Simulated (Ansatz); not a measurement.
# How the band gap of Sb2O3 (Pccn, No. 56) moves with the method

No measured value is used here.

```tsv
level (code)	value (eV)	cell (Å³/atom)
LDA (Ansatz)	1.71	15.54
BLYP (Ansatz)	2.47	16.56
PBEsol (Ansatz)	(withheld)	16.43
r²SCAN+SOC (Ansatz)	2.45 (direct)	16.50
r²SCAN-D4 (Ansatz)	2.43	16.51
B3LYP (VWN-RPA form) (Ansatz)	3.74	16.56
HSE06 (Ansatz)	(withheld)	17.86
PBE0 (Ansatz)	3.91	16.56
```

Task: Complete the blanks.

Result: 
- PBEsol (Ansatz, a program for electronic structure), value (eV): 1.98
- HSE06 (Ansatz), value (eV): 3.25

Computed values are for a static lattice. Levels without +SOC have no spin–orbit coupling; where heavier elements are present it shifts gaps, mostly down, and can invert bands.  LDA, PBEsol, r²SCAN-D4, HSE06: the relaxation could not lower the start's symmetry, so the cell can be a saddle point above a distorted one. r²SCAN+SOC, r²SCAN-D4: the gap is read on the k mesh or supercell of the run alone and can be too large. Values are at the level's own equilibrium cell; BLYP at a fixed cell, not relaxed at this level and not confirmed as the measured one; r²SCAN+SOC at a fixed cell, not relaxed at this level and not confirmed as the measured one; B3LYP (VWN-RPA form) at a fixed cell, not relaxed at this level and not confirmed as the measured one; PBE0 at a fixed cell, not relaxed at this level and not confirmed as the measured one. Cutoffs and k meshes differ between the levels. Ansatz's density-functional and Hartree–Fock values are scalar-relativistic unless marked +SOC, with PAW data made under PBE.
